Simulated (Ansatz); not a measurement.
# SiNH4 radical (SMILES [NH][SiH3]): one structure at several levels

One table from this session's results is given with a row withheld; the runs are named, their logs left out.

Method: single points in def2-TZVPP; program: Ansatz 0.2.0, Gaussian basis.

Correlated methods freeze the cores. Orbitals are unrestricted.

### Where the work starts

SMILES `[NH][SiH3]`, 6 atoms, charge 0, spin multiplicity 2.

Atoms are counted from 1 here; the program's logs count them from 0.

Bond lengths: N1–Si2 1.665 Å, N1–H3 0.985 Å, Si2–H4 1.494 Å, Si2–H5 1.534 Å, Si2–H6 1.425 Å. Angles: Si2–N1–H3 128.3°, N1–Si2–H4 111.9°, N1–Si2–H5 109.8°, N1–Si2–H6 110.3°, H4–Si2–H5 103.2°, H4–Si2–H6 113.4°, H5–Si2–H6 107.9°.

As a file:

```xyz
6
charge 0, multiplicity 2
N     0.56400   -0.80560    0.80950
Si   -0.22230    0.34990   -0.09510
H     0.96380   -1.65190    0.50400
H    -1.29080   -0.24570   -0.95360
H     0.74720    0.96050   -1.11540
H    -0.69190    1.40070    0.74560
```

Set-up of the first run:

run/in.yaml

```yaml
crystal:
  periodic: [false, false, false]
  atoms:
    - {symbol: N, position_ang: [0.564000, -0.805600, 0.809500]}
    - {symbol: Si, position_ang: [-0.222300, 0.349900, -0.095100]}
    - {symbol: H, position_ang: [0.963800, -1.651900, 0.504000]}
    - {symbol: H, position_ang: [-1.290800, -0.245700, -0.953600]}
    - {symbol: H, position_ang: [0.747200, 0.960500, -1.115400]}
    - {symbol: H, position_ang: [-0.691900, 1.400700, 0.745600]}
basis:
  gaussian: {orbitals: def2-TZVPP}
magnetization: {spin_polarized: true, initial_magnetization: 1}
correlation: {method: ccsd_t}
scf: {omitted_lower_state_checks: [cluster_reference]}
output: {forces: true}
```

The command line of these runs was not kept.

Among the steps run: CCSD(T)/def2-TZVPP; PBE0-D4/def2-TZVPP; wB97M-V/def2-TZVPP; r2SCAN-D4/def2-TZVPP; PBE-D4/def2-TZVPP; LC-wPBE/def2-TZVPP; revPBE-D4/def2-TZVPP.

One of the session's tables, all rows but one given; the rest of the session is left out.

```
   method  RMS force component (eV/Å)  angle to CCSD(T) forces (°)  dipole (D)
  CCSD(T)                       0.957                    reference        1.02
  PBE0-D4                       0.842                          8.3        1.04
  wB97M-V                       0.870                          3.9        1.04
r2SCAN-D4                       0.816                          9.9        1.04
   PBE-D4                       0.847                         18.8        1.06
  LC-wPBE                           ?                            ?           ?
revPBE-D4                       0.887                         16.2        1.03
```

**Question.** Estimate the row for LC-wPBE.

The run gave: RMS force component (eV/Å): 0.884; angle to CCSD(T) forces (°): 5.1; dipole (D): 1.07. In the column «RMS force component (eV/Å)» it lies between wB97M-V (0.870) and revPBE-D4 (0.887).
